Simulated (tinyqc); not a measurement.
Inside a calculation. Method: RKS/LDA (VWN5) in the sto-6g basis, for OH-, spin multiplicity 1. The basis has no diffuse functions, so it cannot describe the extra electron: this is an exercise in the method, not the real anion. Computed by tinyqc, a small Python program that keeps every step (integrals from PySCF). Settings: charge = -1, multiplicity = 1, basis = sto-6g, energy threshold = 1e-08, iteration cap = 83, orthogonalisation = symmetric, start = highest core orbitals, DIIS depth = 0, damping = 0.2, method = RKS, functional = lda,vwn, grid = [40, 14]. Command: `OMP_NUM_THREADS=1 python tinyqc.py 31776 31777 out.jsonl` (the two numbers bound the seeds that draw the settings). One thread of a shared host (Intel(R) Xeon(R) Processor @ 2.60GHz), about 1 s of CPU time with the checks. Later iterations appear only in the table of the cycle.

## One-electron integrals

Geometry (angstrom):
```
atom       x       y       z
O     0.0000  0.0000  0.0000
H     0.0000  0.0000  1.9260
```

Basis sto-6g: exponents (1/bohr^2) and contraction coefficients of normalised primitives:
```
element  l (shell)   exponent  coefficient
O            s (1)  1355.5842       0.0092
O            s (1)   248.5449       0.0494
O            s (1)    69.5339       0.1685
O            s (1)    23.8868       0.3706
O            s (1)     9.2759       0.4165
O            s (1)     3.8203       0.1303
O            s (2)    52.1878      -0.0133
O            s (2)    10.3293      -0.0470
O            s (2)     3.2103      -0.0338
O            s (2)     1.2351       0.2502
O            s (2)     0.5364       0.5951
O            s (2)     0.2459       0.2407
O            p (3)    52.1878       0.0038
O            p (3)    10.3293       0.0377
O            p (3)     3.2103       0.1739
O            p (3)     1.2351       0.4180
O            p (3)     0.5364       0.4259
O            p (3)     0.2459       0.1017
H            s (1)    35.5232       0.0092
H            s (1)     6.5131       0.0494
H            s (1)     1.8221       0.1685
H            s (1)     0.6260       0.3706
H            s (1)     0.2431       0.4165
H            s (1)     0.1001       0.1303
```

Overlap, kinetic and nuclear-attraction integrals over the contracted functions; the nuclear repulsion is the sum of Za Zb / Rab.

nuclear repulsion = 2.198036 hartree

overlap S, order 1O 1s, 1O 2s, 1O 2px, 1O 2py, 1O 2pz, 2H 1s:
```
[[1.0000, 0.2311, 0.0000, 0.0000, 0.0000, 0.0059],
 [0.2311, 1.0000, 0.0000, 0.0000, 0.0000, 0.0918],
 [0.0000, 0.0000, 1.0000, 0.0000, 0.0000, 0.0000],
 [0.0000, 0.0000, 0.0000, 1.0000, 0.0000, 0.0000],
 [0.0000, 0.0000, 0.0000, 0.0000, 1.0000, 0.0957],
 [0.0059, 0.0918, 0.0000, 0.0000, 0.0957, 1.0000]]
```

kinetic energy T (hartree), order 1O 1s, 1O 2s, 1O 2px, 1O 2py, 1O 2pz, 2H 1s:
```
[[29.3272, -0.8960, 0.0000, 0.0000, 0.0000, -0.0025],
 [-0.8960, 0.8426, 0.0000, 0.0000, 0.0000, -0.0179],
 [0.0000, 0.0000, 2.5313, 0.0000, 0.0000, 0.0000],
 [0.0000, 0.0000, 0.0000, 2.5313, 0.0000, 0.0000],
 [0.0000, 0.0000, 0.0000, 0.0000, 2.5313, -0.0054],
 [-0.0025, -0.0179, 0.0000, 0.0000, -0.0054, 0.7685]]
```

nuclear attraction V (hartree), order 1O 1s, 1O 2s, 1O 2px, 1O 2py, 1O 2pz, 2H 1s:
```
[[-61.5331, -6.2148, 0.0000, 0.0000, -0.0041, -0.1792],
 [-6.2148, -9.2751, 0.0000, 0.0000, -0.0484, -0.5325],
 [0.0000, 0.0000, -9.2686, 0.0000, 0.0000, 0.0000],
 [0.0000, 0.0000, 0.0000, -9.2686, 0.0000, 0.0000],
 [-0.0041, -0.0484, 0.0000, 0.0000, -9.2870, -0.4760],
 [-0.1792, -0.5325, 0.0000, 0.0000, -0.4760, -3.4361]]
```

core Hamiltonian H = T + V (hartree), order 1O 1s, 1O 2s, 1O 2px, 1O 2py, 1O 2pz, 2H 1s:
```
[[-32.2059, -7.1108, 0.0000, 0.0000, -0.0041, -0.1816],
 [-7.1108, -8.4325, 0.0000, 0.0000, -0.0484, -0.5504],
 [0.0000, 0.0000, -6.7372, 0.0000, 0.0000, 0.0000],
 [0.0000, 0.0000, 0.0000, -6.7372, 0.0000, 0.0000],
 [-0.0041, -0.0484, 0.0000, 0.0000, -6.7557, -0.4814],
 [-0.1816, -0.5504, 0.0000, 0.0000, -0.4814, -2.6676]]
```

## Two-electron integrals

Functions are numbered as in S; the eight-fold symmetry (ij|kl) = (ji|kl) = (kl|ij) leaves the list below.

Two-electron integrals (ij|kl) in chemists' order, unique and non-zero (hartree):
```
(11|11) 4.7875     (21|11) 0.6759     (21|21) 0.1215     (22|11) 1.1174
(22|21) 0.2492     (22|22) 0.8174     (31|31) 0.0258     (32|31) 0.0391
(32|32) 0.1807     (33|11) 1.1174     (33|21) 0.2492     (33|22) 0.8174
(33|33) 0.8807     (41|41) 0.0258     (42|41) 0.0391     (42|42) 0.1807
(43|43) 0.0475     (44|11) 1.1174     (44|21) 0.2492     (44|22) 0.8174
(44|33) 0.7857     (44|44) 0.8807     (51|51) 0.0258     (52|51) 0.0391
(52|52) 0.1807     (53|53) 0.0475     (54|54) 0.0475     (55|11) 1.1174
(55|21) 0.2492     (55|22) 0.8174     (55|33) 0.7857     (55|44) 0.7857
(55|55) 0.8807     (61|11) 0.0181     (61|21) 0.0031     (61|22) 0.0063
(61|33) 0.0063     (61|44) 0.0063     (61|51) 1.55e-04   (61|52) 3.08e-04
(61|55) 0.0063     (61|61) 8.23e-05   (62|11) 0.0610     (62|21) 0.0139
(62|22) 0.0527     (62|33) 0.0518     (62|44) 0.0518     (62|51) 0.0011
(62|52) 0.0091     (62|55) 0.0545     (62|61) 3.62e-04   (62|62) 0.0050
(63|31) 0.0013     (63|32) 0.0080     (63|53) 0.0018     (63|63) 0.0006
(64|41) 0.0013     (64|42) 0.0080     (64|54) 0.0018     (64|64) 0.0006
(65|11) 0.0526     (65|21) 0.0121     (65|22) 0.0487     (65|33) 0.0469
(65|44) 0.0469     (65|51) 0.0020     (65|52) 0.0152     (65|55) 0.0524
(65|61) 3.25e-04   (65|62) 0.0056     (65|65) 0.0067     (66|11) 0.2746
(66|21) 0.0635     (66|22) 0.2741     (66|33) 0.2683     (66|44) 0.2683
(66|51) 0.0040     (66|52) 0.0476     (66|55) 0.2857     (66|61) 0.0016
(66|62) 0.0386     (66|65) 0.0483     (66|66) 0.7750
```

## Orthogonalisation

S = U s U^T; symmetric (Loewdin) form X = U s^(-1/2) U^T, so that X^T S X = 1.

eigenvalues of S: [0.7506, 0.9098, 1.0000, 1.0000, 1.0857, 1.2538]

X, order 1O 1s, 1O 2s, 1O 2px, 1O 2py, 1O 2pz, 2H 1s:
```
[[1.0209, -0.1200, 0.0000, 0.0000, -0.0004, 0.0053],
 [-0.1200, 1.0242, 0.0000, 0.0000, 0.0034, -0.0475],
 [0.0000, 0.0000, 1.0000, 0.0000, 0.0000, 0.0000],
 [0.0000, 0.0000, 0.0000, 1.0000, 0.0000, 0.0000],
 [-0.0004, 0.0034, 0.0000, 0.0000, 1.0035, -0.0484],
 [0.0053, -0.0475, 0.0000, 0.0000, -0.0484, 1.0067]]
```

## Starting guess

The start is the highest orbitals of the core Hamiltonian (a deliberately bad start); D = 2 C_occ C_occ^T.

D at the start, order 1O 1s, 1O 2s, 1O 2px, 1O 2py, 1O 2pz, 2H 1s:
```
[[0.1007, -0.4630, 0.0000, 0.0000, -0.0032, 0.0312],
 [-0.4630, 2.1311, 0.0000, 0.0000, 0.0186, -0.1945],
 [0.0000, 0.0000, 2.0000, 0.0000, 0.0000, 0.0000],
 [0.0000, 0.0000, 0.0000, 2.0000, 0.0000, 0.0000],
 [-0.0032, 0.0186, 0.0000, 0.0000, 2.0187, -0.1949],
 [0.0312, -0.1945, 0.0000, 0.0000, -0.1949, 2.0363]]
```

## Iteration 1: exchange-correlation on the grid

Becke grid with 40 radial and 14 angular points per atom, points of zero weight dropped. rho = sum D_ij phi_i phi_j; V_xc,ij = sum w v_xc phi_i phi_j; v_xc is d(rho eps)/d rho.

The 12 grid points with the largest w rho, of 1103 (bohr, atomic units):
```
x              y        z       w     rho   eps_xc     v_xc
-0.5614  -0.5614   0.5614  0.1325  0.5908  -0.6870  -0.9017
0.5614   -0.5614   0.5614  0.1325  0.5908  -0.6870  -0.9017
0.5614    0.5614   0.5614  0.1325  0.5908  -0.6870  -0.9017
-0.5614   0.5614   0.5614  0.1325  0.5908  -0.6870  -0.9017
0.6521   -0.6521   0.6521  0.1986  0.3935  -0.6052  -0.7936
-0.6521  -0.6521   0.6521  0.1986  0.3935  -0.6052  -0.7936
0.6521    0.6521   0.6521  0.1986  0.3935  -0.6052  -0.7936
-0.6521   0.6521   0.6521  0.1986  0.3935  -0.6052  -0.7936
-0.6521   0.6521  -0.6521  0.1989  0.3921  -0.6045  -0.7927
0.6521    0.6521  -0.6521  0.1989  0.3921  -0.6045  -0.7927
-0.6521  -0.6521  -0.6521  0.1989  0.3921  -0.6045  -0.7927
0.6521   -0.6521  -0.6521  0.1989  0.3921  -0.6045  -0.7927
```

electrons on the grid, sum of w rho = 9.9865

E_xc = sum of w rho eps_xc = -5.715747 hartree

V_xc (hartree), order 1O 1s, 1O 2s, 1O 2px, 1O 2py, 1O 2pz, 2H 1s:
```
[[-1.1984, -0.2487, 0.0000, 0.0000, -0.0001, -0.0064],
 [-0.2487, -0.8106, 0.0000, 0.0000, -0.0029, -0.0486],
 [0.0000, 0.0000, -0.8088, 0.0000, 0.0000, 0.0000],
 [0.0000, 0.0000, 0.0000, -0.8088, 0.0000, 0.0000],
 [-0.0001, -0.0029, 0.0000, 0.0000, -0.8143, -0.0459],
 [-0.0064, -0.0486, 0.0000, 0.0000, -0.0459, -0.5087]]
```

## Iteration 1: building the Kohn-Sham matrix

J_ij = sum D_kl (ij|kl); F = H + J + V_xc; E = tr D H + tr D J / 2 + E_xc + E_nn.

Coulomb J (hartree), order 1O 1s, 1O 2s, 1O 2px, 1O 2py, 1O 2pz, 2H 1s:
```
[[9.4784, 2.1058, 0.0000, 0.0000, 0.0083, 0.0535],
 [2.1058, 7.0622, 0.0000, 0.0000, 0.0939, 0.4979],
 [0.0000, 0.0000, 7.0508, 0.0000, 0.0000, 0.0000],
 [0.0000, 0.0000, 0.0000, 7.0508, 0.0000, 0.0000],
 [0.0083, 0.0939, 0.0000, 0.0000, 7.0848, 0.4855],
 [0.0535, 0.4979, 0.0000, 0.0000, 0.4855, 3.7491]]
```

Kohn-Sham matrix F (hartree), order 1O 1s, 1O 2s, 1O 2px, 1O 2py, 1O 2pz, 2H 1s:
```
[[-23.9259, -5.2537, 0.0000, 0.0000, 0.0041, -0.1346],
 [-5.2537, -2.1809, 0.0000, 0.0000, 0.0426, -0.1011],
 [0.0000, 0.0000, -0.4952, 0.0000, 0.0000, 0.0000],
 [0.0000, 0.0000, 0.0000, -0.4952, 0.0000, 0.0000],
 [0.0041, 0.0426, 0.0000, 0.0000, -0.4852, -0.0418],
 [-0.1346, -0.1011, 0.0000, 0.0000, -0.0418, 0.5727]]
```

total energy of this density = -31.865947 hartree

This density is the starting one.

## Iteration 1: diagonalisation and new density

Diagonalise F' = X^T F X, C = X C', fill 5 alpha and 5 beta electrons from the bottom; D = 2 C_occ C_occ^T; the new density keeps 0.2 of the old one (damping). Each column has its largest component positive (the first on a tie).

F' = X^T F X (hartree):
```
[[-23.6823, -2.3635, 0.0000, 0.0000, -0.0018, -0.0072],
 [-2.3635, -1.3309, 0.0000, 0.0000, 0.0448, -0.0550],
 [0.0000, 0.0000, -0.4952, 0.0000, 0.0000, 0.0000],
 [0.0000, 0.0000, 0.0000, -0.4952, 0.0000, 0.0000],
 [-0.0018, 0.0448, 0.0000, 0.0000, -0.4828, -0.0489],
 [-0.0072, -0.0550, 0.0000, 0.0000, -0.0489, 0.5889]]
```

orbital energies (hartree): [-23.9295, -1.0885, -0.4952, -0.4952, -0.4821, 0.5930]

coefficients C, order 1O 1s, 1O 2s, 1O 2px, 1O 2py, 1O 2pz, 2H 1s:
```
[[1.0029, -0.2247, 0.0000, 0.0000, -0.0158, 0.0123],
 [-0.0129, 1.0264, 0.0000, 0.0000, 0.0730, -0.0820],
 [0.0000, 0.0000, 0.9694, -0.2455, 0.0000, 0.0000],
 [0.0000, 0.0000, 0.2455, 0.9694, 0.0000, 0.0000],
 [-0.0002, -0.0695, 0.0000, 0.0000, 0.9977, -0.0954],
 [0.0009, -0.0140, 0.0000, 0.0000, -0.0022, 1.0089]]
```

D after iteration 1, order 1O 1s, 1O 2s, 1O 2px, 1O 2py, 1O 2pz, 2H 1s:
```
[[1.7106, -0.4842, 0.0000, 0.0000, -0.0013, 0.0127],
 [-0.4842, 2.1206, 0.0000, 0.0000, 0.0061, -0.0622],
 [0.0000, 0.0000, 2.0000, 0.0000, 0.0000, 0.0000],
 [0.0000, 0.0000, 0.0000, 2.0000, 0.0000, 0.0000],
 [-0.0013, 0.0061, 0.0000, 0.0000, 2.0041, -0.0409],
 [0.0127, -0.0622, 0.0000, 0.0000, -0.0409, 0.4076]]
```

Within a degenerate level the vectors are fixed only up to a rotation; this is one choice.

## Iteration 2: exchange-correlation on the grid

As before.

The 12 grid points with the largest w rho, of 1103 (bohr, atomic units):
```
x              y        z       w     rho   eps_xc     v_xc
0.5614    0.5614   0.5614  0.1325  0.5892  -0.6864  -0.9009
-0.5614   0.5614   0.5614  0.1325  0.5892  -0.6864  -0.9009
0.5614   -0.5614   0.5614  0.1325  0.5892  -0.6864  -0.9009
-0.5614  -0.5614   0.5614  0.1325  0.5892  -0.6864  -0.9009
-0.6521  -0.6521   0.6521  0.1986  0.3926  -0.6048  -0.7930
-0.6521   0.6521   0.6521  0.1986  0.3926  -0.6048  -0.7930
0.6521   -0.6521   0.6521  0.1986  0.3926  -0.6048  -0.7930
0.6521    0.6521   0.6521  0.1986  0.3926  -0.6048  -0.7930
-0.6521   0.6521  -0.6521  0.1989  0.3921  -0.6045  -0.7927
-0.6521  -0.6521  -0.6521  0.1989  0.3921  -0.6045  -0.7927
0.6521    0.6521  -0.6521  0.1989  0.3921  -0.6045  -0.7927
0.6521   -0.6521  -0.6521  0.1989  0.3921  -0.6045  -0.7927
```

electrons on the grid, sum of w rho = 9.9932

E_xc = sum of w rho eps_xc = -8.542010 hartree

V_xc (hartree), order 1O 1s, 1O 2s, 1O 2px, 1O 2py, 1O 2pz, 2H 1s:
```
[[-2.7587, -0.3704, 0.0000, 0.0000, -0.0001, -0.0101],
 [-0.3704, -0.8325, 0.0000, 0.0000, -0.0019, -0.0456],
 [0.0000, 0.0000, -0.8311, 0.0000, 0.0000, 0.0000],
 [0.0000, 0.0000, 0.0000, -0.8311, 0.0000, 0.0000],
 [-0.0001, -0.0019, 0.0000, 0.0000, -0.8353, -0.0403],
 [-0.0101, -0.0456, 0.0000, 0.0000, -0.0403, -0.3152]]
```

## Iteration 2: building the Kohn-Sham matrix

As before.

Coulomb J (hartree), order 1O 1s, 1O 2s, 1O 2px, 1O 2py, 1O 2pz, 2H 1s:
```
[[16.7140, 3.0865, 0.0000, 0.0000, 0.0018, 0.0799],
 [3.0865, 8.4124, 0.0000, 0.0000, 0.0191, 0.5341],
 [0.0000, 0.0000, 8.4102, 0.0000, 0.0000, 0.0000],
 [0.0000, 0.0000, 0.0000, 8.4102, 0.0000, 0.0000],
 [0.0018, 0.0191, 0.0000, 0.0000, 8.4169, 0.4929],
 [0.0799, 0.5341, 0.0000, 0.0000, 0.4929, 2.9430]]
```

Kohn-Sham matrix F (hartree), order 1O 1s, 1O 2s, 1O 2px, 1O 2py, 1O 2pz, 2H 1s:
```
[[-18.2506, -4.3946, 0.0000, 0.0000, -0.0024, -0.1119],
 [-4.3946, -0.8526, 0.0000, 0.0000, -0.0312, -0.0619],
 [0.0000, 0.0000, 0.8419, 0.0000, 0.0000, 0.0000],
 [0.0000, 0.0000, 0.0000, 0.8419, 0.0000, 0.0000],
 [-0.0024, -0.0312, 0.0000, 0.0000, 0.8259, -0.0289],
 [-0.1119, -0.0619, 0.0000, 0.0000, -0.0289, -0.0398]]
```

total energy of this density = -66.381698 hartree

This density is a damped mixture and is not idempotent.

## Iteration 2: diagonalisation and new density

As before.

F' = X^T F X (hartree):
```
[[-17.9584, -2.3122, 0.0000, 0.0000, -0.0009, 0.0041],
 [-2.3122, -0.0722, 0.0000, 0.0000, -0.0254, -0.0431],
 [0.0000, 0.0000, 0.8419, 0.0000, 0.0000, 0.0000],
 [0.0000, 0.0000, 0.0000, 0.8419, 0.0000, 0.0000],
 [-0.0009, -0.0254, 0.0000, 0.0000, 0.8342, -0.0662],
 [0.0041, -0.0431, 0.0000, 0.0000, -0.0662, -0.0312]]
```

orbital energies (hartree): [-18.2524, -0.0439, 0.2287, 0.8400, 0.8419, 0.8419]

coefficients C, order 1O 1s, 1O 2s, 1O 2px, 1O 2py, 1O 2pz, 2H 1s:
```
[[0.9976, -0.0365, -0.2451, 0.0077, 0.0000, 0.0000],
 [0.0101, 0.1265, 1.0241, -0.0293, 0.0000, 0.0000],
 [0.0000, 0.0000, 0.0000, 0.0000, 0.9993, -0.0374],
 [0.0000, 0.0000, 0.0000, 0.0000, 0.0374, 0.9993],
 [0.0002, 0.0322, 0.0339, 1.0036, 0.0000, 0.0000],
 [-0.0007, 0.9775, -0.2191, -0.1211, 0.0000, 0.0000]]
```

D after iteration 2, order 1O 1s, 1O 2s, 1O 2px, 1O 2py, 1O 2pz, 2H 1s:
```
[[2.0329, -0.4901, 0.0000, 0.0000, -0.0028, 0.0290],
 [-0.4901, 2.1293, 0.0000, 0.0000, 0.0161, -0.1680],
 [0.0000, 0.0000, 1.9978, 0.0598, 0.0000, 0.0000],
 [0.0000, 0.0000, 0.0598, 0.4022, 0.0000, 0.0000],
 [-0.0028, 0.0161, 0.0000, 0.0000, 2.0157, -0.1641],
 [0.0290, -0.1680, 0.0000, 0.0000, -0.1641, 1.7106]]
```

Within a degenerate level the vectors are fixed only up to a rotation; this is one choice.

## Convergence

Stop when the energy changes by less than 1e-08 hartree and every element of the error matrix X^T (F D S - S D F) X is below 3e-05.

Course of the cycle:
```
iteration  E (hartree)     change  largest element of the error matrix
1           -31.865947          -                             5.87e-02
2           -66.381698  -3.45e+01                             1.73e-01
3           -72.810572  -6.43e+00                             4.18e-02
4           -73.725485  -9.15e-01                             5.57e-01
5           -74.239846  -5.14e-01                             1.66e-03
6           -74.000268   2.40e-01                             5.70e-01
7           -74.296500  -2.96e-01                             4.96e-04
8           -74.014686   2.82e-01                             5.71e-01
9           -74.298773  -2.84e-01                             4.94e-04
10          -74.014158   2.85e-01                             5.71e-01
11          -74.298864  -2.85e-01                             4.92e-04
12          -74.014491   2.84e-01                             5.71e-01
13          -74.298867  -2.84e-01                             4.90e-04
14          -74.014391   2.84e-01                             5.71e-01
...                ...        ...                                  ...
70          -74.014411   2.84e-01                             5.71e-01
71          -74.298871  -2.84e-01                             4.43e-04
72          -74.014411   2.84e-01                             5.71e-01
73          -74.298871  -2.84e-01                             4.42e-04
74          -74.014411   2.84e-01                             5.71e-01
75          -74.298871  -2.84e-01                             4.40e-04
76          -74.014411   2.84e-01                             5.71e-01
77          -74.298871  -2.84e-01                             4.39e-04
78          -74.014411   2.84e-01                             5.71e-01
79          -74.298871  -2.84e-01                             4.37e-04
80          -74.014411   2.84e-01                             5.71e-01
81          -74.298871  -2.84e-01                             4.36e-04
82          -74.014411   2.84e-01                             5.71e-01
83          -74.298872  -2.84e-01                             4.34e-04
```

PySCF RKS in the same basis, fine grid = -73.442242 hartree

Not converged within the cap of 83 iterations: the residual has stopped falling: the iteration swings between two states. Reruns (cap 100 unless said): DIIS 8: not converged; damping 0.5: not converged; level shift 0.5: converged in 14; atomic densities as start, DIIS 8: not converged; the original settings with a cap of 400: not converged.
